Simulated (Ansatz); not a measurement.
**What a trial cell of Pt relaxes into**

Method: DFT r2SCAN, scalar-relativistic, plane waves, PAW in Ansatz 0.2.0. Cutoff 500 eV, Γ-centred k mesh, Gaussian smearing, no spin polarisation in the final step.

The start puts Pt on the simple hexagonal structure type (P6/mmm, No. 191), at a guessed volume.

```yaml
crystal:
  lattice:
    - [2.70824, 0.00000, 0.00000]
    - [-1.35412, 2.34540, 0.00000]
    - [0.00000, 0.00000, 2.53051]
  atoms:
    - { symbol: Pt, position: [0.00000, 0.00000, 0.00000] }
```

Cell and atoms relax at zero pressure; the relaxation can't lower the symmetry of the start. After a coarse first stage the cell is made exact in the group found at 0.06 Å.

Energies count from the standard state of Pt at the same level.

Question: Describe the relaxed structure.

Answer: It keeps P6/mmm (No. 191). The result has the simple hexagonal structure. Conventional cell: a = 2.668 Å, c = 2.673 Å. Around Pt lie 8 Pt at 2.67 Å.

```
Pt
1.0
     2.66765    0.00000    0.00000
    -1.33383    2.31026    0.00000
     0.00000    0.00000    2.67340
Pt
1
Direct
  0.00000 0.00000 0.00000
```

Question: What are its volume, energy, density and gap?

Answer: The volume per atom is 16.48 Å³, the density is 19.66 g/cm³ and the energy over the standard structure is 0.09 eV/atom. The gap on the 24×24×20 mesh is 0 eV (a metal).

The final run used a 24×24×20 mesh on its 1-atom cell and 0.10 eV smearing. For metals, differences of a few meV/atom aren't resolved. Spin–orbit coupling is left out. A structure relaxed within its symmetry needn't be a true minimum.